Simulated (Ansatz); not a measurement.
# CH3BCl: the cost of one run

Computed with Ansatz 0.2.0, driven from Python. Level of theory: r2SCAN/def2-SVP.

### 1 Starting point

Bond lengths: C1–B2 1.532 Å, B2–Cl3 1.812 Å, C1–H4 1.104 Å, C1–H5 1.097 Å, C1–H6 1.129 Å. Angles: C1–B2–Cl3 119.2°, B2–C1–H4 110.9°, B2–C1–H5 114.8°, B2–C1–H6 112.8°, H4–C1–H5 104.6°, H4–C1–H6 105.9°, H5–C1–H6 107.1°.

The script holds or builds the structure itself.

### 2 The code

Input file scan_ch3bcl.py:

```python
import ansatz as az
import matplotlib.pyplot as plt
import numpy as np

GEOMETRY = """
C    -0.31580    0.30080   -0.25140
B     0.00910   -1.06820    0.35560
Cl    1.63830   -1.34260    1.09990
H    -1.17430    0.76620    0.26320
H     0.48940    1.04160   -0.17300
H    -0.60480    0.23810   -1.34050
"""

system = az.Crystal.molecule()
for line in GEOMETRY.strip().splitlines():
    symbol, *xyz = line.split()
    system = system.atom(symbol, [float(v) for v in xyz])

symbols = [site.symbol for site in system.cartesian_sites]
start = np.array([site.position_ang for site in system.cartesian_sites])
axis = (start[3] - start[0]) / np.linalg.norm(start[3] - start[0])
moving = [3]
lengths, energies = [0.971, 1.016, 1.06, 1.104, 1.148, 1.192, 1.236, 1.303], []
for length in lengths:
    xyz = start.copy()
    xyz[moving] += (length - np.linalg.norm(start[3] - start[0])) * axis
    point = az.Crystal.molecule()
    for symbol, place in zip(symbols, xyz):
        point = point.atom(symbol, place.tolist())
    calculation = (
        point.calculation()
        .basis(gaussian="def2-SVP")
        .functional("r2scan")
        .spin("collinear", total=1)
    )
    r = calculation.run(threads=1, pin="off").report
    energies.append(r["free_energy_ev"])
    print(f"r = {length:6.3f} A  E = {energies[-1]:.5f} eV  <S^2> = {abs(r['mean_field']['state']['spin_squared']):.3f}")

fit = np.polynomial.Polynomial.fit(lengths, np.array(energies) - min(energies), 4).convert()
roots = [r.real for r in fit.deriv().roots() if abs(r.imag) < 1e-9 and fit.deriv(2)(r.real) > 0]
r_e = min(roots, key=lambda r: abs(r - lengths[int(np.argmin(energies))]))
print(f"minimum of the fit at {r_e:.4f} A, force constant {fit.deriv(2)(r_e):.2f} eV/A^2")
plt.figure(figsize=(4.5, 3))
plt.plot(lengths, np.array(energies) - min(energies), "o-")
plt.xlabel("bond length (A)")
plt.ylabel("E - E(min) (eV)")
plt.tight_layout()
plt.savefig("scan.png", dpi=100)
```

### 3 What the engine is handed

The engine receives this input (first run):

```yaml
crystal:
  periodic: [false, false, false]
  atoms:
    - { symbol: C, position_ang: [-0.3158, 0.3008, -0.2514] }
    - { symbol: B, position_ang: [0.0091, -1.0682, 0.3556] }
    - { symbol: Cl, position_ang: [1.6383, -1.3426, 1.0999] }
    - { symbol: H, position_ang: [-1.0709944325388372, 0.7101971915009607, 0.201276825840985] }
    - { symbol: H, position_ang: [0.4894, 1.0416, -0.173] }
    - { symbol: H, position_ang: [-0.6048, 0.2381, -1.3405] }
basis:
  gaussian:
    orbitals: def2-SVP
hamiltonian:
  xc: r2scan
magnetization:
  spin_polarized: true
  initial_magnetization: 1.0
```

### 4 Launch

On the command line:

```sh
> python scan_ch3bcl.py
```

**Question.** How long does this script take on 1 thread of Arm Neoverse V2, shared host, and how much memory does it need?

About 25 s, with a peak of 0.24 GiB.
